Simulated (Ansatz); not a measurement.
Geometry optimisation, RKS PBE/def2-SVP in Ansatz 0.2.0.

Input:

```yaml
crystal:
  periodic: [false, false, false]
  atoms:
    - { symbol: B, position_ang: [0.0, 0.0, 0.0] }
    - { symbol: H, position_ang: [0.0, 0.0, 1.54] }
    - { symbol: H, position_ang: [1.0305, 0.0, -0.595] }
    - { symbol: "N", position_ang: [-1.3423, 0.0, -0.775] }
    - { symbol: H, position_ang: [-2.0112, -0.8164, -0.6764] }
    - { symbol: H, position_ang: [-1.5914, 0.8164, -1.4036] }
    - { symbol: O, position_ang: [-0.2139, 1.6086, 0.5392] }
    - { symbol: H, position_ang: [-1.1525, 1.9139, 0.3252] }
    - { symbol: H, position_ang: [-0.1135, 0.8538, 1.537] }
basis:
  gaussian: { orbitals: def2-SVP }
hamiltonian:
  xc: pbe
relax:
  f_tol: 0.15
  max_steps: 25
  restrain:
    - { distance: [0, 6], at: 2.61, k: 30.0 }
    - { distance: [8, 1], at: 1.86, k: 30.0 }
    - { distance: [0, 1], at: 1.19, k: 30.0 }
    - { distance: [8, 6], at: 1.01, k: 30.0 }
output:
  orbitals: {}
```

Launched with:

```bash
$ ansatz run input.yaml --threads 2 --pin off --max-ram 3072MiB --backend cpu --events-out ev --progress --plain --runs-dir out
```

Problem. Where does it end, and by what steps?

Solution. The run converged. The restraints hold the end off the free minimum. After 9 steps the energy has fallen by 3.246 eV (the restraints' own energy left out); H6 moved furthest, 0.87 Å. Parted: B1–O7 (1.71 → 2.61 Å). Joined: B1–H2 (1.54 → 1.20 Å).

```
step  energy less start (eV)  largest force component (eV/Å)  accepted
   0                  0.0000                           4.342       yes
   1                 -0.9722                           2.839       yes
   2                 -1.6626                           2.912       yes
   3                 -2.1588                           2.558       yes
   4                 -2.6816                           1.482       yes
   5                 -3.0033                           1.410       yes
   6                 -3.1641                           1.010       yes
   7                 -3.2058                           0.923       yes
   8                 -3.2291                           0.700       yes
   9                 -3.2464                           0.573       yes
```

```xyz
9
Properties=species:S:1:pos:R:3
B -0.044 -0.151 -0.106
H -0.037 -0.489 1.050
H 0.980 0.081 -0.713
N -1.265 -0.162 -0.799
H -2.150 -0.447 -0.377
H -1.343 0.076 -1.790
O -0.255 2.151 1.112
H -1.027 2.037 0.526
H -0.252 1.282 1.588
```

The run took 17 s on 2 threads of Intel(R) Xeon(R) Platinum 8259CL CPU @ 2.50GHz (Skylake/Cascade Lake), with other jobs on the host, peak memory 0.16 GiB.
